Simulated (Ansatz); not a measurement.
A nudged elastic band was laid between two geometries of H + H4Si (6 atoms, charge 0, multiplicity 2).

Method: Ansatz 0.2.0, UKS PBE-D4/def2-TZVP.

```yaml
movable_images: 7
climbing_image: yes
spring: 5.0 eV/Å²
optimiser: quadratic models (default)
start_path: through a guess of the saddle point
force_threshold: 0.05 eV/Å
iteration_limit: 60
end_points: relaxed
```

Image 0:

```xyz
6
Properties=species:S:1:pos:R:3
H -0.648 -0.384 -0.154
Si 0.619 0.354 0.129
H -3.106 -1.775 -0.647
H 0.599 0.865 1.532
H 0.751 1.504 -0.814
H 1.784 -0.564 -0.046
```

Image 8:

```xyz
6
Properties=species:S:1:pos:R:3
H -1.521 -0.880 -0.324
Si 1.211 0.698 0.260
H -2.164 -1.245 -0.463
H 0.381 0.747 1.502
H 0.526 1.390 -0.875
H 1.566 -0.709 -0.100
```

Question: Which bonds break or form, and what moves?

Answer: Bonds broken: H1–Si2. Bonds formed: H1–H3. H + H4Si becomes H2 + H3Si.

Question: What energy profile does the band end with?

Answer: The forces met the threshold. The highest image is number 3 of 0 to 8, 4.5 kJ/mol above the first end and 61.9 kJ/mol above the last; the last end lies 57.4 kJ/mol below the first. A vibrational analysis at the climbing image gives one clearly imaginary mode, 460i cm⁻¹: a first-order saddle point.

```
image  path coordinate (Å)  energy (kJ/mol)  H1–Si2 (Å)  H1–H3 (Å)
    0                 0.00              0.0        1.49       2.87
    1                 0.40              0.3        1.49       2.43
    2                 0.81              1.9        1.50       1.99
    3                 1.21              4.5        1.53       1.52
    4                 2.11            -53.8        2.58       0.76
    5                 3.02            -57.3        3.35       0.75
    6                 3.92            -57.4        3.25       0.75
    7                 4.83            -57.2        3.55       0.75
    8                 5.73            -57.4        3.21       0.75
```

Question: What is the geometry of the highest image?

Answer: 
```xyz
6
Properties=species:S:1:pos:R:3
H -0.860 -0.496 -0.184
Si 0.442 0.255 0.095
H -2.157 -1.243 -0.463
H 0.421 0.764 1.499
H 0.561 1.399 -0.858
H 1.593 -0.679 -0.089
```

Question: What are the harmonic wavenumbers there?

Answer: 460i, 192, 192, 853, 879, 879, 935, 935, 1731, 2171, 2188, 2188 cm⁻¹.

The band took 22 iterations and roughly 4 core-minutes.

Time of the run: 110 s on 2 threads of Arm Neoverse V1, on a shared host, peak memory 0.12 GiB.
